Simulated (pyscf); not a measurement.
## Four-centre exchange: `[OH][Ga]([OH])[F]` + `[NH3]` → `[OH2]` + `[NH2][Ga]([OH])[F]`

Gas phase, singlet surface, charge 0. Bonds broken: O1–Ga2, N7–H8. Bonds formed: O1–H8, Ga2–N7. Structures and frequencies: ωB97X-D3(BJ)/def2-SVP in PySCF.

Transition state (Å):

```xyz
10

O     -0.7244    -1.0055     0.7255
Ga    -1.5210     0.5388    -0.2211
O     -1.9423     0.2867    -1.9327
F     -2.6982     1.2206     0.9076
H     -1.0710    -1.2199     1.6008
H     -2.8778     0.1239    -2.0906
N      0.3049     1.0717     0.1766
H      0.1163    -0.1657     0.7145
H      0.4320     1.8589     0.8110
H      0.9600     1.1686    -0.5979
```

One imaginary mode, 1104i cm⁻¹; descent along it reached the two sides named, in the forms told below.

```json
[
 {"bond": "O1–Ga2", "change": "breaks", "reactant side (Å)": "1.800", "saddle": "1.979", "product side": "2.120"},
 {"bond": "N7–H8", "change": "breaks", "reactant side (Å)": "1.021", "saddle": "1.362", "product side": "2.270"},
 {"bond": "O1–H8", "change": "forms", "reactant side (Å)": "3.0", "saddle": "1.188", "product side": "0.978"},
 {"bond": "Ga2–N7", "change": "forms", "reactant side (Å)": "2.066", "saddle": "1.943", "product side": "1.851"}
]
```

Electronic energies relative to the separated reactants (kJ/mol):

```tsv
level	barrier	reaction energy	reverse barrier
ωB97X-D3(BJ)/def2-TZVP	-35.6	+13.8	-49.4
PBE/def2-TZVP	-34.6	+18.8	-53.3
r²SCAN/def2-TZVP	-41.7	+19.0	-60.8
B3LYP-D3(BJ)/def2-TZVP	-28.9	+16.7	-45.5
PBE0-D3(BJ)/def2-TZVP	-40.8	+14.0	-54.8
M06-2X/def2-TZVP	-46.0	+14.4	-60.4
ωB97M-D3(BJ)/def2-TZVP	-29.2	+15.3	-44.6
HF/def2-TZVP	17.3	+17.6	-0.3
```

With ωB97M-D3(BJ)/def2-TZVP energies and thermal terms (ideal gas, 1 atm, RRHO with modes under 100 cm⁻¹ raised to 100, one conformer, R ln 2 for chiral ones without a mode under 150 cm⁻¹), in kJ/mol:

| T (K) | ΔH‡ | ΔG‡ | ΔH | ΔG |
|---|---|---|---|---|
| 298 | -34.9 | 11.8 | +13.2 | +9.9 |
| 600 | -33.7 | 59.0 | +15.0 | +5.8 |
| 900 | -30.7 | 104.7 | +15.9 | +0.9 |
| 1200 | -27.2 | 149.3 | +16.3 | -4.1 |

On the reactant side the descent ends in an adduct with a Ga–N contact, 133.4 kJ/mol under the separated species and 97.8 kJ/mol under the saddle at ωB97X-D3(BJ)/def2-TZVP. On the product side the descent ends in an adduct with a Ga–O contact, 78.2 kJ/mol under the separated species and 28.9 kJ/mol under the saddle at ωB97X-D3(BJ)/def2-TZVP. At ωB97X-D3(BJ)/def2-TZVP, PBE, r²SCAN, B3LYP-D3(BJ), PBE0-D3(BJ), M06-2X, ωB97M-D3(BJ) the saddle lies under the separated reactants, which points to a path from their complex (located at ωB97X-D3(BJ) alone). At ωB97X-D3(BJ)/def2-TZVP, PBE, r²SCAN, B3LYP-D3(BJ), PBE0-D3(BJ), M06-2X, ωB97M-D3(BJ) the saddle lies under the separated products, which points to a path from their complex (located at ωB97X-D3(BJ) alone), and parting the products costs more than the saddle. What is counted as formed (Ga–N) is already present as a longer contact in the reactant adduct; forming that adduct is a step of its own. What is counted as broken (Ga–O) persists as a longer contact in the product adduct; parting that adduct is a step of its own. This is the saddle that the search found; another between the same sides may lie lower. Elements up to Kr have no core potential and no relativistic terms here.
